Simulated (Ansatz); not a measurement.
# BSiH (singlet): wave-function methods side by side at distance Si1–H3 = 1.377 Å, 6-31G

An exercise on one series of results from a longer session: the logs are not shown, and one member is left open.

Computed with Ansatz 0.2.0, Gaussian basis. Level: 6-31G, core rule «outside noble gas», up to 6 orbitals frozen.

Plan: UHF; CCSD(T) on RHF; CCSD(T) on UHF; BCCD(T) on RHF; CISD; CCSDT(Q) on RHF; CCSDT(Q) on UHF; CISDTQ; CCSDTQ on RHF; CCSDTQ on UHF; CASSCF and MRCISD+Q, 2 electrons in 2 orbitals; CASSCF and NEVPT2, 2 electrons in 2 orbitals; CASSCF and MRCISD+Q, 8 electrons in 9 orbitals; CASSCF and MRCISD+Q(relaxed), 8 electrons in 9 orbitals; CASSCF and NEVPT2, 8 electrons in 9 orbitals; Full CI.

29 further runs of the same task are left out: 12 for a known fault of the program, 13 that didn't finish, 4 set aside as unsound or not needed.

### The system

The geometry derives from a PBE0/def2-TZVP stationary point (not a proven minimum). One bond is set to the value named and the two fragments are kept rigid.

3 atoms, charge 0, spin multiplicity 1.

Atoms are counted from 1 here; the program's logs count them from 0.

Bond lengths: Si1–B2 2.039 Å, Si1–H3 1.377 Å. Angles: B2–Si1–H3 180.0°.

Set-up of the first run:

in.yaml reads:

```yaml
crystal:
  periodic: [false, false, false]
  atoms:
    - {symbol: Si, position_ang: [0.000000, 0.000000, 0.220519]}
    - {symbol: B, position_ang: [0.000000, 0.000000, -1.818037]}
    - {symbol: H, position_ang: [0.000000, 0.000000, 1.597519]}
basis:
  gaussian: {orbitals: 6-31G}
magnetization: {spin_polarized: true, initial_magnetization: 0}
hamiltonian: {xc: hf}
output: {orbitals: {seedname: orbitals}}
```

Launch:

```
$ ansatz run in.yaml --threads 1 --pin off --events-out ev --progress --plain --max-ram 2393MiB
```

Steps of the session up to this table: UHF; CCSD(T) on RHF; CCSD(T) on UHF; BCCD(T) on RHF; CISD; CCSDT(Q) on RHF; CCSDT(Q) on UHF; CISDTQ; CCSDTQ on RHF; CCSDTQ on UHF; CASSCF and MRCISD+Q, 2 electrons in 2 orbitals; CASSCF and NEVPT2, 2 electrons in 2 orbitals; CASSCF and MRCISD+Q, 8 electrons in 9 orbitals; CASSCF and MRCISD+Q(relaxed), 8 electrons in 9 orbitals; CASSCF and NEVPT2, 8 electrons in 9 orbitals; Full CI.

One of the session's tables, all rows but one given; the rest of the session is left out.

| method | from FCI (meV) |
| --- | --- |
| RHF | +3563.4 |
| RMP2 | +1265.8 |
| CISD | +558.5 |
| RCCSD | ? |
| RCCSD(T) | +144.2 |
| BCCD(T) | +146.1 |
| RCCSDT | +62.7 |
| CISDTQ | +70.9 |
| RCCSDT(Q) | +22.6 |
| RCCSDTQ | +4.1 |
| CASSCF valence | +818.9 |
| NEVPT2 valence | +243.9 |
| MRCISD valence | +20.9 |
| MRCISD+Q valence | +2.8 |
| MRCISD+Q(relaxed) valence | -5.4 |
| FCI | 0 |

Q: Estimate the row for RCCSD from the others.

As computed: from FCI (meV): +308.6. In the column «from FCI (meV)» it lies between NEVPT2 valence (+243.9) and CISD (+558.5).

Among the levels timed on like hardware and quicker than the yardstick, those that no quicker one beats, quickest first: RCCSD(T) (0.33 s, +144.2 meV); RCCSDT(Q) (1.3 s, +22.6 meV); MRCISD+Q valence (7.5 s, +2.8 meV).

Not comparable, so not listed: CASSCF and MRCISD+Q, 2 electrons in 2 orbitals (they don't share determinant, frozen orbitals or solution with the rows shown, or repeat one).

Limits of these values: The report flags that the cluster equations may have other roots. The yardstick is full CI for this spin, exact in this basis with these frozen cores. Left out of the table: CASSCF pair, NEVPT2 pair (the active space lost an orbital or holds another state than full CI finds). Left out of the table: UHF, UMP2, UCCSD, UCCSD(T), UCCSDT, UCCSDT(Q), UCCSDTQ (another determinant or state than the rows shown). The program flags RCCSDT(Q), RCCSDTQ as in doubt, so those rows may rest on another solution; read them beside their warnings. MRCISD+Q(relaxed) valence falls below full CI: the +Q correction isn't variational, and the cores differ from full CI's. Of the multireference levels listed MRCISD+Q valence comes nearest in total energy (+2.8 meV), which doesn't show that its space is the better one. Warnings in the runs' records: large difference, other roots, passed over end.
